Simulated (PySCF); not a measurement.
**The bond of SH−, level by level**

The task here is to estimate one member of a computed series from the others.

Program: PySCF 2.14.0. Level of theory: H def2-TZVPPD, S def2-TZVPPD, no relativity. These are calculated values, not measurements.

1 further run of the same task is left out (set aside as unsound or not needed).

The first run:

Settings of the job:

```json
{
 "atoms": "H, S",
 "charge": "-1",
 "basis": "H def2-TZVPPD, S def2-TZVPPD",
 "Hamiltonian": "no relativity",
 "basis functions": "68",
 "electrons treated": "18",
 "masses in u": "1.0078, 31.9721",
 "levels": "PBE0, PBE, r²SCAN, MN15, r²SCANh, PW91, BHandHLYP, r²SCAN0, LC-ωPBE, HF, MP2, SCS-MP2, CCSD, CCSD(T)",
 "grid": "80 radial by 434 angular points",
 "occupations": "held fixed by the projection of orbital angular momentum",
 "dissociation limit": "H + S−, each in its ground configuration",
 "starting distance in angstrom": "1.405",
 "values of 2S to try": "0, 2"
}
```

Started as:

```bash
OMP_NUM_THREADS=1 python dia.py task.json out
```

Among the steps run: Input; PBE0 along the bond; PBE; r²SCAN (meta-GGA); MN15 (hybrid meta-GGA); r²SCANh (hybrid meta-GGA); PW91 (GGA); BHandHLYP; r²SCAN0 (hybrid meta-GGA); LC-ωPBE; RHF (mean field); MP2 and coupled cluster.

One of the session's tables, all rows but one given; the rest of the session is left out.

It belongs to the step «Constants by level of theory». 

```
      level  Re (Å)  ωe (cm⁻¹)  De (eV)
        RHF   1.333       2783     2.84
    RHF-MP2   1.338       2732     3.99
RHF-SCS-MP2   1.340       2706     4.01
   RHF-CCSD   1.342       2675     3.92
RHF-CCSD(T)   1.345       2655     3.98
        PBE   1.356       2586     3.99
       PW91   1.354       2588     4.00
     r²SCAN   1.345       2660     3.97
    r²SCANh       ?          ?        ?
       PBE0   1.345       2677     3.94
    r²SCAN0   1.339       2717     3.93
       MN15   1.336       2702     4.05
  BHandHLYP   1.335       2728     3.86
    LC-ωPBE   1.339       2747     3.87
```

Estimate the missing values for r²SCANh.

The run gave: Re (Å): 1.343; ωe (cm⁻¹): 2684; De (eV): 3.95. In the column «Re (Å)» it lies between RHF-CCSD (1.342) and RHF-CCSD(T) (1.345).
